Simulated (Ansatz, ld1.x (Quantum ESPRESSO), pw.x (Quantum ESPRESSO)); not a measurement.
# Equation-of-state test of one TM potential (W (Z = 74))

```json
{"Element": "W (Z = 74)", "Generator": "ld1.x (Quantum ESPRESSO) 7.5", "Type": "norm-conserving Troullier–Martins (Kleinman–Bylander form)", "Functional": "LDA (PW92)", "Relativity": "scalar-relativistic", "Frozen core": "[Xe] 4f14", "Valence charge": "6", "Reference configuration": "5d4 6s1.5 6p0.5", "Partial waves": "6p (bound): rc 2.65 bohr; 5d (bound): rc 2.20 bohr; 5f channel at 0.25 Ry: rc 2.78 bohr; 6s (bound): rc 2.80 bohr", "Local potential": "the s channel", "Core correction": "none"}
```

Atomic tests: cutoffs needed: 30 Ry and 35 Ry (the cutoffs (Ry, on a coarse ladder) from which the occupation-weighted sum of valence levels, in a spherical-Bessel basis at the reference potential, stays within 10 and 1 mRy of its value at 400 Ry); ghost test: no extra level below or beside the all-electron valence levels (p, d, f, s tested) (spherical-Bessel basis up to 400 Ry, 20 bohr box); largest excitation error: +24 meV (all-electron minus pseudo) for 5d4 6s0 6p0, out of 7 test configurations.

Crystal test: sc W in pw.x 7.5, no spin, 13³ k-points, Fermi–Dirac smearing 0.01 Ry, cutoffs 45/180 Ry. The reference is all-electron LAPW (Ansatz 0.2.0) with the same functional, mesh and smearing; V0 and B0 come from Birch–Murnaghan fits to the pressures at five volumes. Errors are pseudo minus all-electron; Δ is the rms difference of the E(V) curves that follow from these fits, minima aligned, over ±6 % about the mean V0. Mesh and smearing are coarse, so the numbers serve the comparison and aren't converged zero-temperature values; the lattice is a test structure that the element need not adopt.

All-electron: a0 = 2.590 Å (V0 = 17.36 Å³/atom), B0 = 240.5 GPa.

Question: How far does the potential miss the all-electron equation of state?

Answer: mean pressure error (GPa): -5.26; a0 (Å): 2.568; a0 error (%): -0.82; B0 error (%): -3.6; Δ (meV/atom): 22.2. The largest radius (2.80 bohr) exceeds half the bond length (2.45 bohr), so the spheres overlap, which is one possible source of error among others. This is a poor potential for the solid.

| V (Å³/atom) | P all-electron (GPa) | P pseudo (GPa) |
| --- | --- | --- |
| 16.662 | 10.84 | 4.00 |
| 17.101 | 3.80 | -2.12 |
| 17.539 | -2.36 | -7.50 |
| 17.977 | -7.76 | -12.24 |
| 18.416 | -12.49 | -16.42 |

Question: At the middle volume, how do free energy and pressure move when the wave cutoff is lowered (ecutrho kept at four times it)?

Answer:

```tsv
cutoff (Ry)	shift of F (meV/atom)	shift of P (GPa)
20	+1586.2	-53.66
27	+165.8	-10.17
36	+3.0	-0.12
```

The run at the middle volume (84 k-points, 7 iterations) took about 6 s on one core of a shared host (Neoverse-V1, 64 threads, 503 GiB, load 25).
